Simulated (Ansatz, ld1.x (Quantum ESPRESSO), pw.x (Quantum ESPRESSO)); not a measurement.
## lead (Pb): does the TM potential hold in the solid?

ld1.x (Quantum ESPRESSO) 7.5 input, shortened:

```
&input
   title='Pb', zed=82., rel=1, dft='PW', iswitch=3,
   config='[Xe] 4f14 5d10 6s2 6p2 6d-2'
 /
 &inputp
   pseudotype=2, tm=.true., lloc=-1, rcloc=1.90,
   nlcc=.true., rcore=1.70
 /
3
6S  1  0   2.00   0.00  2.00  2.00  0.0
6P  2  1   2.00   0.00  2.05  2.05  0.0
6D  3  2  -2.00   0.25  1.95  1.95  0.0
 &test
   configts(1)='6s2 6p2'
 /
```

Atomic tests: cutoffs needed: 25 Ry and 45 Ry (the cutoffs (Ry, on a coarse ladder) from which the occupation-weighted sum of valence levels, in a spherical-Bessel basis at the reference potential, stays within 10 and 1 mRy of its value at 400 Ry); ghost test: ghost states, extra bound levels that the all-electron valence spectrum of the same l lacks: d at -34.2 eV, s at -31.5 eV; a true bound ghost makes a file unfit for plane-wave use (spherical-Bessel basis up to 400 Ry, 20 bohr box); configuration tests: 1 of 9 tests not solved or not reliable.

Crystal test: bcc Pb in pw.x 7.5, no spin, 12³ k-points, Fermi–Dirac smearing 0.01 Ry, cutoffs 55/220 Ry. The reference is all-electron LAPW (Ansatz 0.2.0) with the same functional, mesh and smearing; V0 and B0 come from Birch–Murnaghan fits to the pressures at five volumes. Errors are pseudo minus all-electron; Δ is the rms difference of the E(V) curves that follow from these fits, minima aligned, over ±6 % about the mean V0. Mesh and smearing are coarse, so the numbers serve the comparison and aren't converged zero-temperature values; the lattice is a test structure that the element need not adopt.

```
V (Å³/atom)  P all-electron (GPa)  P pseudo (GPa)
     27.655                  2.69          -22.94
     28.383                  1.15          -21.81
     29.111                 -0.18          -20.77
     29.839                 -1.33          -19.80
     30.567                 -2.32          -18.90
```

All-electron: a0 = 3.871 Å (V0 = 29.01 Å³/atom), B0 = 50.3 GPa.

Pseudopotential: mean pressure error (GPa): -20.85. The pressure does not cross zero within the volumes sampled, so no fit is given. This is a poor potential for the solid. The pseudo pressure rises with volume over the whole range, a mechanical instability. Note: ghost states, extra bound levels that the all-electron valence spectrum of the same l lacks: d at -34.2 eV, s at -31.5 eV. A true bound ghost makes a file unfit for plane-wave use. Atomic configuration tests: 1 of 9 tests not solved or not reliable. The logarithmic derivative shows an extra or strongly shifted pseudo pole above the reference energy (p near 1.09 Ry, d near 1.90 Ry).

At the middle volume, how do free energy and pressure move when the wave cutoff is lowered (ecutrho kept at four times it)?

```json
{"cutoff (Ry)": "25", "shift of F (meV/atom)": "+971.8", "shift of P (GPa)": "-25.71"}
{"cutoff (Ry)": "33", "shift of F (meV/atom)": "+71.1", "shift of P (GPa)": "-2.58"}
{"cutoff (Ry)": "44", "shift of F (meV/atom)": "+11.8", "shift of P (GPa)": "+0.17"}
```

The run at the middle volume (72 k-points, 21 iterations) took about 20 s on one core of a shared host (Neoverse-V2, 96 threads, 742 GiB, load 69).
